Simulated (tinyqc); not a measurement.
FCI on RHF in the sto-6g basis, for HF, spin multiplicity 1, step by step. Computed by tinyqc, a small Python program that keeps every step (integrals from PySCF). Settings: charge = 0, multiplicity = 1, basis = sto-6g, method = RHF, energy threshold = 1e-10, iteration cap = 58, orthogonalisation = symmetric, start = core, DIIS depth = 6, ci = FCI. Command: `OMP_NUM_THREADS=1 python tinyqc.py 27178 27179 out.jsonl` (the two numbers bound the seeds that draw the settings). One thread of a shared host (Intel(R) Xeon(R) Processor @ 2.60GHz), about 0.2 s of CPU time with the checks. The early iterations of the SCF are left out here.

## One-electron integrals

Geometry (angstrom):
```
atom        x        y        z
F     0.00000  0.00000  0.00000
H     0.00000  0.00000  1.01300
```

Basis sto-6g: exponents (1/bohr^2) and contraction coefficients of normalised primitives:
```
element  l (shell)    exponent  coefficient
F            s (1)  1728.62657      0.00916
F            s (1)   316.94179      0.04936
F            s (1)    88.66889      0.16854
F            s (1)    30.46016      0.37056
F            s (1)    11.82857      0.41649
F            s (1)     4.87166      0.13033
F            s (2)    67.03228     -0.01325
F            s (2)    13.26744     -0.04699
F            s (2)     4.12351     -0.03379
F            s (2)     1.58646      0.25024
F            s (2)     0.68900      0.59512
F            s (2)     0.31582      0.24071
F            p (3)    67.03228      0.00376
F            p (3)    13.26744      0.03768
F            p (3)     4.12351      0.17390
F            p (3)     1.58646      0.41804
F            p (3)     0.68900      0.42586
F            p (3)     0.31582      0.10171
H            s (1)    35.52322      0.00916
H            s (1)     6.51314      0.04936
H            s (1)     1.82214      0.16854
H            s (1)     0.62596      0.37056
H            s (1)     0.24308      0.41649
H            s (1)     0.10011      0.13033
```

Overlap, kinetic and nuclear-attraction integrals over the contracted functions; the nuclear repulsion is the sum of Za Zb / Rab.

nuclear repulsion = 4.7014757 hartree

overlap S, order 1F 1s, 1F 2s, 1F 2px, 1F 2py, 1F 2pz, 2H 1s:
```
[[1.00000, 0.23248, 0.00000, 0.00000, 0.00000, 0.04059],
 [0.23248, 1.00000, 0.00000, 0.00000, 0.00000, 0.39017],
 [0.00000, 0.00000, 1.00000, 0.00000, 0.00000, 0.00000],
 [0.00000, 0.00000, 0.00000, 1.00000, 0.00000, 0.00000],
 [0.00000, 0.00000, 0.00000, 0.00000, 1.00000, 0.31378],
 [0.04059, 0.39017, 0.00000, 0.00000, 0.31378, 1.00000]]
```

kinetic energy T (hartree), order 1F 1s, 1F 2s, 1F 2px, 1F 2py, 1F 2pz, 2H 1s:
```
[[37.39773, -1.14335, 0.00000, 0.00000, 0.00000, -0.00373],
 [-1.14335, 1.08230, 0.00000, 0.00000, 0.00000, 0.08207],
 [0.00000, 0.00000, 3.25133, 0.00000, 0.00000, 0.00000],
 [0.00000, 0.00000, 0.00000, 3.25133, 0.00000, 0.00000],
 [0.00000, 0.00000, 0.00000, 0.00000, 3.25133, 0.19973],
 [-0.00373, 0.08207, 0.00000, 0.00000, 0.19973, 0.76852]]
```

nuclear attraction V (hartree), order 1F 1s, 1F 2s, 1F 2px, 1F 2py, 1F 2pz, 2H 1s:
```
[[-78.34484, -7.98715, 0.00000, 0.00000, -0.01305, -1.60084],
 [-7.98715, -11.99569, 0.00000, 0.00000, -0.15068, -3.52539],
 [0.00000, 0.00000, -11.96458, 0.00000, 0.00000, 0.00000],
 [0.00000, 0.00000, 0.00000, -11.96458, 0.00000, 0.00000],
 [-0.01305, -0.15068, 0.00000, 0.00000, -12.05638, -2.50823],
 [-1.60084, -3.52539, 0.00000, 0.00000, -2.50823, -5.80349]]
```

core Hamiltonian H = T + V (hartree), order 1F 1s, 1F 2s, 1F 2px, 1F 2py, 1F 2pz, 2H 1s:
```
[[-40.94711, -9.13050, 0.00000, 0.00000, -0.01305, -1.60457],
 [-9.13050, -10.91339, 0.00000, 0.00000, -0.15068, -3.44333],
 [0.00000, 0.00000, -8.71326, 0.00000, 0.00000, 0.00000],
 [0.00000, 0.00000, 0.00000, -8.71326, 0.00000, 0.00000],
 [-0.01305, -0.15068, 0.00000, 0.00000, -8.80505, -2.30850],
 [-1.60457, -3.44333, 0.00000, 0.00000, -2.30850, -5.03497]]
```

## Two-electron integrals

Functions are numbered as in S; the eight-fold symmetry (ij|kl) = (ji|kl) = (kl|ij) leaves the list below.

Two-electron integrals (ij|kl) in chemists' order, unique and non-zero (hartree):
```
(11|11) 5.40624   (21|11) 0.76813   (21|21) 0.13891   (22|11) 1.26627
(22|21) 0.28399   (22|22) 0.92637   (31|31) 0.02945   (32|31) 0.04468
(32|32) 0.20475   (33|11) 1.26627   (33|21) 0.28399   (33|22) 0.92637
(33|33) 0.99808   (41|41) 0.02945   (42|41) 0.04468   (42|42) 0.20475
(43|43) 0.05379   (44|11) 1.26627   (44|21) 0.28399   (44|22) 0.92637
(44|33) 0.89051   (44|44) 0.99808   (51|51) 0.02945   (52|51) 0.04468
(52|52) 0.20475   (53|53) 0.05379   (54|54) 0.05379   (55|11) 1.26627
(55|21) 0.28399   (55|22) 0.92637   (55|33) 0.89051   (55|44) 0.89051
(55|55) 0.99808   (61|11) 0.14301   (61|21) 0.02479   (61|22) 0.04957
(61|33) 0.04948   (61|44) 0.04948   (61|51) 0.00108   (61|52) 0.00210
(61|55) 0.04974   (61|61) 0.00450   (62|11) 0.35563   (62|21) 0.08092
(62|22) 0.29373   (62|33) 0.28959   (62|44) 0.28959   (62|51) 0.00586
(62|52) 0.04383   (62|55) 0.30199   (62|61) 0.01444   (62|62) 0.11436
(63|31) 0.00907   (63|32) 0.05165   (63|53) 0.00918   (63|63) 0.01694
(64|41) 0.00907   (64|42) 0.05165   (64|54) 0.00918   (64|64) 0.01694
(65|11) 0.23896   (65|21) 0.05515   (65|22) 0.21403   (65|33) 0.20489
(65|44) 0.20489   (65|51) 0.01258   (65|52) 0.08201   (65|55) 0.23231
(65|61) 0.01028   (65|62) 0.10228   (65|65) 0.10781   (66|11) 0.50665
(66|21) 0.11746   (66|22) 0.48969   (66|33) 0.47303   (66|44) 0.47303
(66|51) 0.01093   (66|52) 0.11347   (66|55) 0.52299   (66|61) 0.02113
(66|62) 0.24403   (66|65) 0.25323   (66|66) 0.77500
```

## Orthogonalisation

S = U s U^T; symmetric (Loewdin) form X = U s^(-1/2) U^T, so that X^T S X = 1.

eigenvalues of S: [0.47772, 0.84946, 1.00000, 1.00000, 1.12312, 1.54970]

X, order 1F 1s, 1F 2s, 1F 2px, 1F 2py, 1F 2pz, 2H 1s:
```
[[1.02191, -0.12738, 0.00000, 0.00000, -0.00552, 0.01853],
 [-0.12738, 1.09452, 0.00000, 0.00000, 0.05782, -0.23779],
 [0.00000, 0.00000, 1.00000, 0.00000, 0.00000, 0.00000],
 [0.00000, 0.00000, 0.00000, 1.00000, 0.00000, 0.00000],
 [-0.00552, 0.05782, 0.00000, 0.00000, 1.04555, -0.18795],
 [0.01853, -0.23779, 0.00000, 0.00000, -0.18795, 1.11673]]
```

## Starting guess

The start is the orbitals of the core Hamiltonian; D = 2 C_occ C_occ^T.

D at the start, order 1F 1s, 1F 2s, 1F 2px, 1F 2py, 1F 2pz, 2H 1s:
```
[[2.12001, -0.52874, 0.00000, 0.00000, -0.03087, 0.07407],
 [-0.52874, 2.32482, 0.00000, 0.00000, 0.18499, -0.31669],
 [0.00000, 0.00000, 2.00000, 0.00000, 0.00000, 0.00000],
 [0.00000, 0.00000, 0.00000, 2.00000, 0.00000, 0.00000],
 [-0.03087, 0.18499, 0.00000, 0.00000, 2.15853, -0.31795],
 [0.07407, -0.31669, 0.00000, 0.00000, -0.31795, 0.08312]]
```

## Iteration 6 (converged): orbitals

converged F (hartree), order 1F 1s, 1F 2s, 1F 2px, 1F 2py, 1F 2pz, 2H 1s:
```
[[-26.24278, -6.37002, 0.00000, 0.00000, -0.02059, -1.12147],
 [-6.37002, -2.90505, 0.00000, 0.00000, -0.06998, -0.96263],
 [0.00000, 0.00000, -0.47149, 0.00000, 0.00000, 0.00000],
 [0.00000, 0.00000, 0.00000, -0.47149, 0.00000, 0.00000],
 [-0.02059, -0.06998, 0.00000, 0.00000, -0.31840, -0.53404],
 [-1.12147, -0.96263, 0.00000, 0.00000, -0.53404, -0.48023]]
```

Diagonalise F' = X^T F X, C = X C', fill 5 alpha and 5 beta electrons from the bottom; D = 2 C_occ C_occ^T. Each column has its largest component positive (the first on a tie).

F' = X^T F X (hartree):
```
[[-25.83176, -3.17998, 0.00000, 0.00000, -0.04003, -0.16385],
 [-3.17998, -1.71871, 0.00000, 0.00000, 0.08634, -0.48319],
 [0.00000, 0.00000, -0.47149, 0.00000, 0.00000, 0.00000],
 [0.00000, 0.00000, 0.00000, -0.47149, 0.00000, 0.00000],
 [-0.04003, 0.08634, 0.00000, 0.00000, -0.15122, -0.52822],
 [-0.16385, -0.48319, 0.00000, 0.00000, -0.52822, -0.04438]]
```

orbital energies (hartree): [-26.24605, -1.46014, -0.56407, -0.47149, -0.47149, 0.52420]

coefficients C, order 1F 1s, 1F 2s, 1F 2px, 1F 2py, 1F 2pz, 2H 1s:
```
[[0.99712, -0.24004, 0.06608, 0.00000, 0.00000, 0.06829],
 [0.01261, 0.96315, -0.37079, 0.00000, 0.00000, -0.45694],
 [0.00000, 0.00000, 0.00000, 0.28267, 0.95922, 0.00000],
 [0.00000, 0.00000, 0.00000, 0.95922, -0.28267, 0.00000],
 [0.00168, 0.06341, 0.69653, 0.00000, 0.00000, -0.80168],
 [-0.00287, 0.13092, 0.54813, 0.00000, 0.00000, 1.01080]]
```

D after iteration 6, order 1F 1s, 1F 2s, 1F 2px, 1F 2py, 1F 2pz, 2H 1s:
```
[[2.11246, -0.48623, 0.00000, 0.00000, 0.06496, 0.00386],
 [-0.48623, 2.13060, 0.00000, 0.00000, -0.39435, -0.15436],
 [0.00000, 0.00000, 2.00000, 0.00000, 0.00000, 0.00000],
 [0.00000, 0.00000, 0.00000, 2.00000, 0.00000, 0.00000],
 [0.06496, -0.39435, 0.00000, 0.00000, 0.97835, 0.78017],
 [0.00386, -0.15436, 0.00000, 0.00000, 0.78017, 0.63519]]
```

Within a degenerate level the vectors are fixed only up to a rotation; this is one choice.

## Convergence

Stop when the energy changes by less than 1e-10 hartree and every element of the error matrix X^T (F D S - S D F) X is below 3e-06.

Course of the cycle:
```
iteration  E (hartree)     change  largest element of the error matrix
1          -98.7802154          -                             6.59e-01
2          -99.4883468  -7.08e-01                             1.20e-01
3          -99.4977579  -9.41e-03                             8.84e-03
4          -99.4978072  -4.93e-05                             1.41e-03
5          -99.4978084  -1.19e-06                             6.79e-07
6          -99.4978084  -4.26e-13                             5.31e-08
```

PySCF RHF in the same basis = -99.4978084 hartree

Converged in 6 iterations.

## Populations, bond orders and dipole

Mulliken: Z minus the diagonal of D S on the atom; Loewdin: the same with S^(1/2) D S^(1/2); Mayer order: 2 sum_s sum (D(s) S)_ij (D(s) S)_ji over the two atoms.

Charges (e):
```
atom  Mulliken   Loewdin
1F    -0.18007  -0.13732
2H     0.18007   0.13732
```

Mayer bond orders:
```
pair    order
2-1   0.96757
```

dipole moment about the origin, x y z (debye): [0.00000, 0.00000, 1.24629]

## Integrals over molecular orbitals

(pq|rs) = sum C_ip C_jq C_kr C_ls (ij|kl), one index at a time.

one-electron integrals over orbitals h = C^T H C (hartree):
```
[[-40.93355, 0.71977, -0.19308, 0.00000, 0.00000, -0.20900],
 [0.71977, -9.20696, 0.56338, 0.00000, 0.00000, 1.09468],
 [-0.19308, 0.56338, -7.41901, 0.00000, 0.00000, 1.97821],
 [0.00000, 0.00000, 0.00000, -8.71326, 0.00000, 0.00000],
 [0.00000, 0.00000, 0.00000, 0.00000, -8.71326, 0.00000],
 [-0.20900, 1.09468, 1.97821, 0.00000, 0.00000, -6.11140]]
```

Two-electron integrals over orbitals (pq|rs), unique and non-zero (hartree):
```
(11|11) 5.38144    (21|11) -0.52291   (21|21) 0.08201    (22|11) 1.22893
(22|21) -0.02220   (22|22) 0.86348    (31|11) 0.14784    (31|21) -0.02180
(31|22) 0.01137    (31|31) 0.02225    (32|11) -0.14521   (32|21) 0.00812
(32|22) -0.03072   (32|31) 0.02082    (32|32) 0.15308    (33|11) 0.97466
(33|21) -0.00986   (33|22) 0.74235    (33|31) -0.00464   (33|32) -0.03784
(33|33) 0.74236    (41|41) 0.03038    (42|41) 0.03935    (42|42) 0.18409
(43|41) -0.01011   (43|42) -0.03838   (43|43) 0.04395    (44|11) 1.26598
(44|21) -0.01385   (44|22) 0.88601    (44|31) 0.00376    (44|32) -0.07574
(44|33) 0.73545    (44|44) 0.99808    (51|51) 0.03038    (52|51) 0.03935
(52|52) 0.18409    (53|51) -0.01011   (53|52) -0.03838   (53|53) 0.04395
(54|54) 0.05379    (55|11) 1.26598    (55|21) -0.01385   (55|22) 0.88601
(55|31) 0.00376    (55|32) -0.07574   (55|33) 0.73545    (55|44) 0.89051
(55|55) 0.99808    (61|11) 0.15772    (61|21) -0.02657   (61|22) 0.00175
(61|31) -0.00951   (61|32) -0.02485   (61|33) 0.01029    (61|44) 0.00392
(61|55) 0.00392    (61|61) 0.02532    (62|11) -0.22660   (62|21) 0.00572
(62|22) -0.11940   (62|31) -0.02033   (62|32) -0.05579   (62|33) -0.03340
(62|44) -0.11662   (62|55) -0.11662   (62|61) 0.01656    (62|62) 0.09464
(63|11) -0.37416   (63|21) 0.00591    (63|22) -0.18716   (63|31) 0.00218
(63|32) 0.09248    (63|33) -0.11547   (63|44) -0.20996   (63|55) -0.20996
(63|61) -0.00565   (63|62) 0.05215    (63|63) 0.19197    (64|41) -0.00972
(64|42) -0.03855   (64|43) -0.01723   (64|64) 0.03063    (65|51) -0.00972
(65|52) -0.03855   (65|53) -0.01723   (65|65) 0.03063    (66|11) 0.87693
(66|21) -0.00888   (66|22) 0.67058    (66|31) 0.01430    (66|32) 0.06472
(66|33) 0.66793    (66|44) 0.64448    (66|55) 0.64448    (66|61) -0.00914
(66|62) -0.06473   (66|63) -0.01544   (66|66) 0.70857
```

## FCI: determinants and Hamiltonian

Hartree-Fock energy = -99.4978084 hartree

Slater-Condon rules over spin orbitals, with the nuclear repulsion added and E(HF) subtracted on the diagonal. Only determinants linked to the reference directly or through others are kept (one block of an abelian symmetry group), so some states are absent.

Occupation strings over the orbitals (2 doubly, a alpha, b beta, 0 empty; spin orbitals ordered 1a 1b 2a 2b ...): 222220 22a22b 2a222b a2222b 22b22a 2b222a b2222a 222202 222022 220222 2ab222 a2b222 2ba222 202222 ab2222 b2a222 ba2222 022222

H - E(HF) between determinants (hartree), order 222220, 22a22b, 2a222b, a2222b, 22b22a, 2b222a, b2222a, 222202, 222022, 220222, 2ab222, a2b222, 2ba222, 202222, ab2222, b2a222, ba2222, 022222:
```
[[0.00000, 0.00000, 0.00000, 0.00000, 0.00000, 0.00000, 0.00000, 0.03063, 0.03063, 0.19197, -0.05215, 0.00565, 0.05215, 0.09464, -0.01656, -0.00565, 0.01656, 0.02532],
 [0.00000, 0.61231, -0.01257, -0.01995, -0.19197, -0.05215, 0.00565, 0.01723, 0.01723, 0.10003, 0.09248, 0.00218, -0.03133, 0.05579, -0.02033, -0.01943, 0.02485, 0.00951],
 [0.00000, -0.01257, 1.40840, 0.02545, -0.05215, -0.09464, -0.01656, 0.03855, 0.03855, -0.09248, -0.17173, 0.00591, 0.05579, 0.05467, 0.00572, 0.02485, -0.01088, 0.02657],
 [0.00000, -0.01995, 0.02545, 25.91864, 0.00565, -0.01656, -0.02532, 0.00972, 0.00972, -0.00218, 0.00591, -0.35872, 0.02033, -0.00572, -0.16187, 0.00951, 0.02657, -0.16686],
 [0.00000, -0.19197, -0.05215, 0.00565, 0.61231, -0.01257, -0.01995, -0.01723, -0.01723, -0.10003, -0.03133, -0.01943, 0.09248, -0.05579, 0.02485, 0.00218, -0.02033, -0.00951],
 [0.00000, -0.05215, -0.09464, -0.01656, -0.01257, 1.40840, 0.02545, -0.03855, -0.03855, 0.09248, 0.05579, 0.02485, -0.17173, -0.05467, -0.01088, 0.00591, 0.00572, -0.02657],
 [0.00000, 0.00565, -0.01656, -0.02532, -0.01995, 0.02545, 25.91864, -0.00972, -0.00972, 0.00218, 0.02033, 0.00951, 0.00591, 0.00572, 0.02657, -0.35872, -0.16187, 0.16686],
 [0.03063, 0.01723, 0.03855, 0.00972, -0.01723, -0.03855, -0.00972, 1.18137, 0.05379, 0.04395, 0.03838, 0.01011, -0.03838, 0.18409, -0.03935, -0.01011, 0.03935, 0.03038],
 [0.03063, 0.01723, 0.03855, 0.00972, -0.01723, -0.03855, -0.00972, 0.05379, 1.18137, 0.04395, 0.03838, 0.01011, -0.03838, 0.18409, -0.03935, -0.01011, 0.03935, 0.03038],
 [0.19197, 0.10003, -0.09248, -0.00218, -0.10003, 0.09248, 0.00218, 0.04395, 0.04395, 1.33970, 0.11514, 0.03889, -0.11514, 0.15308, -0.02082, -0.03889, 0.02082, 0.02225],
 [-0.05215, 0.09248, -0.17173, 0.00591, -0.03133, 0.05579, 0.02033, 0.03838, 0.03838, 0.11514, 2.13312, 0.02447, -0.15308, 0.10801, 0.00812, -0.02082, 0.02288, 0.02180],
 [0.00565, 0.00218, 0.00591, -0.35872, -0.01943, 0.02485, 0.00951, 0.01011, 0.01011, 0.03889, 0.02447, 26.66932, -0.02082, -0.00812, -0.22250, -0.02225, 0.02180, -0.11360],
 [0.05215, -0.03133, 0.05579, 0.02033, 0.09248, -0.17173, 0.00591, -0.03838, -0.03838, -0.11514, -0.15308, -0.02082, 2.13312, -0.10801, 0.02288, 0.02447, 0.00812, -0.02180],
 [0.09464, 0.05579, 0.05467, -0.00572, -0.05579, -0.05467, 0.00572, 0.18409, 0.18409, 0.15308, 0.10801, -0.00812, -0.10801, 3.04768, -0.01214, 0.00812, 0.01214, 0.08201],
 [-0.01656, -0.02033, 0.00572, -0.16187, 0.02485, -0.01088, 0.02657, -0.03935, -0.03935, -0.02082, 0.00812, -0.22250, 0.02288, -0.01214, 27.71703, 0.02180, -0.08201, 0.48858],
 [-0.00565, -0.01943, 0.02485, 0.00951, 0.00218, 0.00591, -0.35872, -0.01011, -0.01011, -0.03889, -0.02082, -0.02225, 0.02447, 0.00812, 0.02180, 26.66932, -0.22250, 0.11360],
 [0.01656, 0.02485, -0.01088, 0.02657, -0.02033, 0.00572, -0.16187, 0.03935, 0.03935, 0.02082, 0.02288, 0.02180, 0.00812, 0.01214, -0.08201, -0.22250, 27.71703, -0.48858],
 [0.02532, 0.00951, 0.02657, -0.16686, -0.00951, -0.02657, 0.16686, 0.03038, 0.03038, 0.02225, 0.02180, -0.11360, -0.02180, 0.08201, 0.48858, 0.11360, -0.48858, 56.17343]]
```

## FCI: roots

Diagonalise (each vector has its largest component positive (the first on a tie)); all determinants have Ms = 0, so triplets appear too. The lowest singlet root is the correlation energy.

lowest roots of this matrix, relative to E(HF) (hartree): [-0.03409, 0.41387, 0.75730, 1.12758, 1.15375, 1.29736, 1.33607, 1.49602]

lowest vectors, order 222220, 22a22b, 2a222b, a2222b, 22b22a, 2b222a, b2222a, 222202, 222022, 220222, 2ab222, a2b222, 2ba222, 202222, ab2222, b2a222, ba2222, 022222:
```
[[0.98816, 0.00000, -0.04988, 0.00000],
 [0.01498, 0.70509, 0.68239, 0.00000],
 [-0.00278, 0.04760, -0.07855, 0.00000],
 [0.00003, 0.00041, 0.00078, 0.00000],
 [-0.01498, 0.70509, -0.68239, 0.00000],
 [0.00278, 0.04760, 0.07855, 0.00000],
 [-0.00003, 0.00041, -0.00078, 0.00000],
 [-0.01750, 0.00000, -0.00177, 0.70711],
 [-0.01750, 0.00000, -0.00177, -0.70711],
 [-0.14185, 0.00000, -0.22024, 0.00000],
 [0.02987, -0.02401, -0.05142, 0.00000],
 [-0.00006, 0.00042, -0.00018, 0.00000],
 [-0.02987, -0.02401, 0.05142, 0.00000],
 [-0.02373, 0.00000, -0.00756, 0.00000],
 [0.00047, -0.00008, 0.00096, 0.00000],
 [0.00006, 0.00042, 0.00018, 0.00000],
 [-0.00047, -0.00008, -0.00096, 0.00000],
 [-0.00037, 0.00000, -0.00001, 0.00000]]
```

<S^2> of these roots: [0.00000, 2.00000, 0.00000, 0.00000, 0.00000, 2.00000, 0.00000, 0.00000]

weight of the ground state by excitation level 0, 1, 2, ...: [0.97645, 0.00046, 0.02308]
